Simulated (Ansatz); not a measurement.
# CHAlO (quintet): from Hartree-Fock to the top rungs, cc-pVTZ

An exercise on one series of results from a longer session: the logs are not shown, and one member is left open.

Method: cc-pVTZ, core rule «outside noble gas», up to 7 orbitals frozen; program: Ansatz 0.2.0, Gaussian basis.

To be run: UHF; CCSD(T) on ROHF; CCSD(T) on UHF; BCCD(T) on ROHF; CCSDT(Q) on ROHF; CCSDT(Q) on UHF.

6 further runs of the same task are left out: 6 set aside as unsound or not needed.

## What is computed

The geometry is a PBE0/def2-TZVP stationary point (not a proven minimum) of the parent state, kept for this charge and spin.

4 atoms, charge 0, spin multiplicity 5.

Atoms are counted from 1 here; the program's logs count them from 0.

Bond lengths: Al1–C2 1.926 Å, Al1–H4 1.582 Å, C2–O3 1.150 Å. Angles: C2–Al1–H4 114.0°, Al1–C2–O3 172.0°.

The first run:

Input file in.yaml:

```yaml
crystal:
  periodic: [false, false, false]
  atoms:
    - {symbol: Al, position_ang: [0.000000, -0.106146, 1.272497]}
    - {symbol: C, position_ang: [0.000000, 0.083663, -0.643702]}
    - {symbol: O, position_ang: [0.000000, 0.036255, -1.792225]}
    - {symbol: H, position_ang: [0.000000, 1.269000, 2.055591]}
basis:
  gaussian: {orbitals: cc-pVTZ}
magnetization: {spin_polarized: true, initial_magnetization: 4}
hamiltonian: {xc: hf}
output: {orbitals: {seedname: orbitals}}
```

Run with:

```sh
> ansatz run in.yaml --threads 1 --pin off --events-out ev --progress --plain --max-ram 2560MiB --backend cpu
```

Among the steps run: UHF; CCSD(T) on ROHF; CCSD(T) on UHF; BCCD(T) on ROHF; CCSDT(Q) on ROHF; CCSDT(Q) on UHF.

One table of the session follows, with a row left open; its other results are not shown here.

It belongs to the step «Misses and costs». 

| method | from UCCSDT(Q) (meV) |
| --- | --- |
| ROHF | +11736.0 |
| UHF | +11610.5 |
| RMP2 | ? |
| UMP2 | +999.5 |
| RCCSD | +663.3 |
| UCCSD | +654.2 |
| RCCSD(T) | +93.5 |
| UCCSD(T) | +93.2 |
| BCCD(T) | +87.1 |
| RCCSDT | +53.8 |
| UCCSDT | +50.8 |
| RCCSDT(Q) | +9.8 |
| UCCSDT(Q) | 0 |

Q: Estimate the row for RMP2 from the others.

As computed: from UCCSDT(Q) (meV): +940.4. In the column «from UCCSDT(Q) (meV)» it lies between RCCSD (+663.3) and UMP2 (+999.5).

To keep in mind: Restricted and unrestricted rows rest on different reference determinants; where their highest levels disagree by more than a few hundredths of an eV, they describe different states and don't form one ladder.
